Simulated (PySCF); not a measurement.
Gas-phase reaction: B(OH)₃ + 3 H₂O → BH₃ + 6 OH

Method: PySCF energies (xtb for GFN2) plus ideal-gas RRHO corrections (1 bar). † marks an energy on the PBE0/def2-TZVP geometry and frequencies; other levels use their own. MP2 freezes the core. 6-31G* has spherical d functions here. Open shells (unrestricted): OH (multiplicity 2, electronic degeneracy 4); the rest are closed-shell singlets. GFN2 has no spin-polarisation term. Spin-orbit splitting is ignored; it lowers the true energy and changes the entropy of OH. B3LYP is the form with VWN-RPA correlation. MP2 isn't extrapolated to the basis-set limit; its ΔH°(298 K) is 2084.7 kJ in def2-SVP and 2152.5 kJ in def2-TZVPP. The harmonic model lacks anharmonicity and excited electronic states, which grow with temperature; levels with a mode under 35 cm⁻¹ are left out. Internal rotation in B(OH)₃ is treated as a harmonic vibration of one conformer, which makes the entropy rough.

```csv
level,"ΔE electronic, kJ","ΔH°(298 K), kJ","ΔS°(298 K), J/K","ΔG°(1000 K), kJ"
B3LYP/6-31G*,1970,1893,456,1426
B3LYP/def2-TZVP†,2020,1943,456,1476
GFN2-xTB,2604,2539,454,2076
HF/6-31G*,1394,1310,458,840
HF/def2-TZVP†,1452,1375,456,909
M06-2X/def2-TZVP†,2124,2047,456,1581
MP2/def2-SVP†,2162,2085,456,1618
PBE/def2-SVP,2180,2105,455,1639
LDA/def2-TZVP†,2517,2439,456,1973
ωB97M-V/def2-TZVP†,2094,2017,456,1550
ωB97X-V/def2-TZVP†,2061,1984,456,1518
```
ΔH° is lowest at HF/6-31G* and highest at GFN2-xTB. No reference value is set beside these.
